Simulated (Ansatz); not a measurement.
C4H5FO can be A, `COC1=C(F)C1`, or B, `C#CCOCF`.

Computed with Ansatz on PBE0-D4/def2-TZVP structures; ΔE is electronic, products minus reactants. CBS: MP2 limit from def2 TZ/QZ plus the TZ coupled-cluster correction, frozen cores. DFT in def2-TZVPP. B3LYP here is the variant with VWN-RPA as its local correlation; programs differ in this. One conformer a species, not always the lowest.

Which is lower in electronic energy at CCSD(T)/CBS, and by how much? (An estimate is asked.)

Ansatz gave: B, by 32.5 kcal/mol.

Give E(B) − E(A) in kcal/mol with B3LYP-D4, PBE-D4, MP2/def2-TZVPP, ωB97M-V, CCSD/def2-TZVPP, HF/def2-TZVPP, r2SCAN-D4. (An estimate is asked.)

Ansatz gave: B3LYP-D4 -29.5, PBE-D4 -22.1, MP2/def2-TZVPP -31.9, ωB97M-V -29.7, CCSD/def2-TZVPP -32.8, HF/def2-TZVPP -37.3, r2SCAN-D4 -26.2. None reverses the order clearly.

Largest T1 diagnostic: 0.012.

From PBE to PBE0 (25 % exact exchange), in def2-TZVPP and without D4, E(B) − E(A) moves by −1.4 kcal/mol. In def2-TZVPP, CCSD(T) changes the Hartree–Fock value by +5.2 kcal/mol (the triples alone add +0.8 kcal/mol) and MP2 by +5.4 kcal/mol.
